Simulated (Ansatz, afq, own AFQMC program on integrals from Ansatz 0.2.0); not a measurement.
## Where AFQMC and coupled cluster stand for MgCl⁻, triplet

```yaml
atoms:
  - { symbol: Cl, position_ang: [0.0000, 0.0000, 0.0000] }
  - { symbol: Mg, position_ang: [0.0000, 0.0000, 2.2967] }
```

Basis aug-cc-pVDZ. Only valence electrons are correlated. Ansatz 0.2.0 and our own AFQMC program on the same integrals; the CISD trial comes from CCSD amplitudes, and released means the phaseless constraint is let go. Free AFQMC starts from the CCSD state and is never constrained. Its projection time is finite, and what remains of the start isn't in its error. Error bars are statistical, one sigma.

Determinant: UHF, the one that the program's search chose, which needn't be the lowest solution. The geometry is a point of a scan.

No full CI on the walks' own integrals is used here; CCSDT(Q) serves as the reference and is uncertain by about the last step of the cluster series.

Cautions: lower spins were not checked.

The T1 diagnostic is 0.0115, the weight of the determinant in the CISD state is 0.910 and the ⟨S²⟩ of the determinant is 2.001. The size of the correlated space is 10 electrons in 44 orbitals.

Reference: CCSDT(Q), correlation energy -5.058 eV. The released energy is read at 2.40 1/Eh (meV from the phaseless value at times in 1/Eh: -2 ± 9 at 0.24, -1 ± 9 at 0.51, -6 ± 8 at 0.99, -3 ± 10 at 1.62, -3 ± 12 at 2.40).

| level | E − E(reference) (kcal/mol) | share of correlation (%) |
| --- | --- | --- |
| HF | 116.64 | 0.00 |
| MP2 | 12.62 | 89.18 |
| CCSD | 3.53 | 96.98 |
| CCSD(T) | 0.53 | 99.54 |
| CCSDT | 0.25 | 99.79 |
| ph-AFQMC/CISD | 0.08 ± 0.19 | 99.93 |
| released AFQMC | 0.01 ± 0.29 | 99.99 |
| free AFQMC | 0.33 ± 0.20 | 99.72 |

Free projections are given only where their last times agree within the noise and don't stop above the reference; a slow remainder of the start can still hide under it. A walk keeps the symmetry of its determinant, which the program's search chose and which needn't be the lowest solution, so a lower state of the same spin and another symmetry isn't excluded. Released energies are given only where the last usable release times agree within the noise; a slower fall can still hide under it.
